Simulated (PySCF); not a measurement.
## HOMO energy and vertical ionisation energy

PBE0-D3(BJ)/ma-def2-TZVP single points (PySCF) on relaxed neutral molecules. The ionisation energy is the difference of two SCF energies at the neutral's structure.

```
                                          molecule  −ε(HOMO) / eV  vertical ionisation energy / eV
trimethylgallium, `[CH3][Ga]([CH3])[CH3]` (C3H9Ga)           7.44                             9.40
                      `[SiH3][SiH2][SiH3]` (H8Si3)           8.01                             9.82
                  disilane, `[SiH3][SiH3]` (H6Si2)           8.38                            10.48
                                      `ClCl` (Cl2)           8.83                            11.55
                    chlorine fluoride, `FCl` (ClF)           9.56                                ?
                   nitrosyl fluoride, `O=NF` (FNO)           9.88                            13.01
```

**Question.** Fit a straight line to the complete rows and predict the ionisation energy of chlorine fluoride, `FCl` (ClF).

**Answer.** IE = -2.440 + 1.562·(−ε) (5 points, rms 0.19 eV, correlation 0.989). At 9.56 this gives 12.49 eV; the calculation itself gave 12.74 eV, so the fit is off by 0.25.

(chlorine fluoride) Run with `OMP_NUM_THREADS=1 python redox_run.py task.json out` on 1 thread of Arm Neoverse N1, a shared host. Structures, frequencies and single points: 37 s of wall time.
